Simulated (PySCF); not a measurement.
# Al2 (triplet): basis, grid and Hamiltonian

The method stays; parts of the set-up, such as the basis or the Hamiltonian, are changed.

The runs use PySCF 2.14.0; each script names its method and basis.

2 further runs of the same task are left out: 2 that didn't finish.

### Step 1. The starting structure

Al2 (triplet): 2 atoms, charge 0, spin multiplicity 3.

Bond lengths: Al1–Al2 2.390 Å.

### Step 2. Base script

input.py reads:

```python
from pyscf import gto, dft

mol = gto.M(
    atom='Al 0 0 0; Al 0 0 2.39',
    basis='6-31+g*',
    charge=0,
    spin=2,
    verbose=4,
)
mf = dft.UKS(mol, xc='pbe')
mf.kernel()
mf.analyze()
print('orbital energies (hartree):', [e[max(0, n-3):n+3].round(4) for e, n in zip(mf.mo_energy, mol.nelec)])
```

On the command line:

```console
OMP_NUM_THREADS=1 python input.py
```

Its log is not repeated here.

In short: E(SCF) = -484.472112 Eh, 7 cycles, ⟨S²⟩ = 2.008, μ = 0.00 D.

The bond length is a typed value, not an optimised one. The triplet is typed in the script; nothing here shows that it is the ground state.

### Step 3. Spin-free X2C on

Edit 1 changes spin-free X2C: off → on.

input.py reads:

```python
from pyscf import gto, dft

mol = gto.M(
    atom='Al 0 0 0; Al 0 0 2.39',
    basis='6-31+g*',
    charge=0,
    spin=2,
    verbose=4,
)
mf = dft.UKS(mol, xc='pbe')
mf = mf.sfx2c1e()
mf.kernel()
mf.analyze()
print('orbital energies (hartree):', [e[max(0, n-3):n+3].round(4) for e, n in zip(mf.mo_energy, mol.nelec)])
```

On the command line:

```console
OMP_NUM_THREADS=1 python input.py
```

### Step 4. Jorge-dzp

Edit 2 changes basis set: 6-31+g* → jorge-dzp.

Edit input.py of step 2 so:

```diff
@@ -4,3 +4,3 @@
     atom='Al 0 0 0; Al 0 0 2.39',
-    basis='6-31+g*',
+    basis='jorge-dzp',
     charge=0,
```

### Step 5. Cartesian functions on

Edit 3 changes Cartesian functions: off → on.

Edit input.py of step 2 so:

```diff
@@ -7,2 +7,3 @@
     spin=2,
+    cart=True,
     verbose=4,
```

**Question.** What will these runs give? Wanted: for each run, E(SCF); from base; gap, α spin.

The runs gave:

```csv
run,E(SCF) (hartree),from base (eV),cycles,"gap, α spin (eV)",functions
base,-484.472112,0,7,0.47,44
spin-free X2C on,-485.264621,-21.5653,7,0.47,44
jorge-dzp,-484.506838,-0.9450,8,0.48,48
Cartesian functions on,-484.475556,-0.0937,7,0.47,46
```

What this shows: The largest comparable shift of the SCF energy, -21.565 eV, comes with the run “spin-free X2C on”. Scalar relativity lowers the total energy by 21.57 eV, nearly all of it in the inner shells; a basis contracted without relativity catches only part of it. jorge-dzp (48 functions) gives an energy 0.94 eV lower than 6-31+g* (44).
